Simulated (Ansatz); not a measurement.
Relaxed structures of CH$_{3}$AlO, closed shell (PBE0-D4/def2-TZVP; forces vanish, vibrations not checked; lower isomers may exist, and structures with a doubtful reference or unclear bonds are left out; Å). Computed with Ansatz 0.2.0 (basis: def2-TZVPP); correlated methods freeze the cores.

(1) Rank them by CCSD(T) energy, lowest first, and give each one's height above the lowest. Links in brackets join atoms within 1.22 times the sum of their covalent radii (1.1 for two metals). (Judge from chemistry; the value comes from the calculation.)
A.
CH₃AlO ([CH2][Al][OH])
```
6
angstrom
C -0.0237 -0.5525 -1.3872
O -0.0796 1.1963 1.5470
Al 0.0201 0.0478 0.3212
H -0.8461 -1.2259 -1.6317
H 0.9274 -0.9011 -1.7914
H 0.0309 1.0516 2.4842
```
B.
a complex of CHAlO ([CH]1[O][Al]1) + H₂
```
6
angstrom
C 0.2955 -0.1519 -0.5477
O 1.0643 -0.7997 0.1946
Al 1.6431 1.1230 0.2694
H -1.3804 1.1924 2.0501
H -0.4893 -0.7466 -1.0553
H -0.7991 1.5130 2.3933
```
C.
CH₃AlO ([CH2]1[O][AlH]1)
```
6
angstrom
C -0.0089 -0.3228 -0.7558
O 0.2290 -0.9765 0.5573
Al -0.0502 0.6836 0.8329
H -0.9030 -0.6985 -1.2544
H 0.8596 -0.3757 -1.4130
H -0.1264 1.6899 2.0331
```

No T1 diagnostic of these runs exceeds 0.019. The restricted Hartree–Fock reference is unstable towards an unrestricted one at one or more of these structures.

Answers

(1) Computed: A (0.0 kJ/mol), C (36.3 kJ/mol), B (146.5 kJ/mol). Heights count from the lowest.

For scale, one of the runs: CCSD(T)/def2-TZVPP, 146 basis functions, launched by `ansatz run in.yaml --threads 2 --pin off --events-out ev --progress --plain --max-ram 4352MiB`. Hardware: 2 CPU threads of an Intel Xeon Platinum 8488C, shared host. Wall time 11 s; peak host memory 0.87 GiB.
